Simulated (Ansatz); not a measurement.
# Worked example: ideal-gas entropy of BF (SMILES [B]F)

A linear singlet with charge 0, relaxed at wB97M-V/def2-TZVPD (Ansatz 0.2.0):

```xyz
2

B     0.0000    0.0000   -0.0116
F     0.0000    0.0000    1.2560
```

Harmonic wavenumbers in cm⁻¹: 1405.

Masses in u: B 10.81, F 18.998. Take T = 298.15 K, p = 1 bar, R = 8.3145 J/(mol K), kT/hc = 207.22 cm⁻¹, rigid rotor and harmonic oscillator.

Task: Work out S° at 298 K.

Result: 
1. Translation (Sackur–Tetrode): S = R[3/2 ln M + 5/2 ln T − 1.1517] with M = 29.808 gives 151.2 J/(mol K).
2. Rotation: the moment of inertia is 11.070 u Å², so B = 16.8576/I = 1.5228 cm⁻¹; σ = 1; q = kT/(σhcB) = 136.1; S = R(ln q + 1) = 49.2.
3. Vibration: with u = ν̃/207.22, each mode gives R[u/(eᵘ − 1) − ln(1 − e⁻ᵘ)]; the sum is 0.1, most from 1405 cm⁻¹ (0.1).
4. Spin: R ln 1 = 0.0.
5. Sum: 151.2 + 49.2 + 0.1 + 0.0 = 200.5 J/(mol K).

No measured value is set beside it here.
